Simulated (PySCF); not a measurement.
Computed with core-valence-separated Tamm–Dancoff BHandHLYP/aug-pcX-1 (pcseg-1 on H, def2-SVPD on S) in PySCF, non-relativistic, gas phase, PBE0-D3(BJ)/def2-SVP geometry. Absolute energies from this functional tend to lie a few eV below measured edges; no shift was applied.

Main lines of an unknown, eV (oscillator strength): C K: 282.1 (0.066), 282.9 (0.053), 285.8 (0.040), 286.5 (0.047), 286.8 (0.013); O K: 531.5 (0.023), 531.8 (0.021), 532.7 (0.019), 533.0 (0.020), 533.2 (0.025). Listed: the first five lines at most of each edge with a tenth or more of its strongest line's intensity; roots within 0.03 eV on the same or equivalent atoms are summed. Only the lowest roots were sought, and the top ones are left out.

**Question.** Which candidate gives them?
A. `C=CS(C)(=O)=O`
B. `O=S1(=O)CCC1`
C. `COC(=S)OC`

**Answer.** A. 

- `C=CS(C)(=O)=O`: C K: 282.1 (0.066), 282.9 (0.053), 285.8 (0.040), 286.5 (0.047), 286.8 (0.013); O K: 531.5 (0.023), 531.8 (0.021), 532.7 (0.019), 533.0 (0.020), 533.2 (0.025). First C line listed at 282.1 eV, hole on the terminal =CH2 carbon (1s→π*); first O line listed at 531.5 eV, hole on the sulfonyl oxygen.
- `COC(=S)OC`: C K: 285.5 (0.090), 286.8 (0.051), 286.9 (0.052), 287.9 (0.038), 288.0 (0.035); O K: 532.7 (0.020), 532.9 (0.021), 534.8 (0.025), 535.0 (0.016), 535.4 (0.011). First C line listed at 285.5 eV, hole on the thiocarbonyl carbon (1s→π*); first O line listed at 532.7 eV, hole on the oxygen bonded to 2 C.
- `O=S1(=O)CCC1`: C K: 285.5 (0.111), 286.2 (0.012), 286.5 (0.021), 286.6 (0.031), 286.8 (0.046); O K: 532.1 (0.037), 532.2 (0.036), 532.6 (0.027), 532.8 (0.024), 533.0 (0.021). First C line listed at 285.5 eV, hole on the sp3 carbon bound to sulfur; first O line listed at 532.1 eV, hole on the sulfonyl oxygen.

One conformer each; other structures than these candidates weren't tested.

The values belong to the conformer `[CH2:1]=[CH:2][S:3]([CH3:4])(=[O:5])=[O:6]`: C1–C2–S3–C4 -115°.
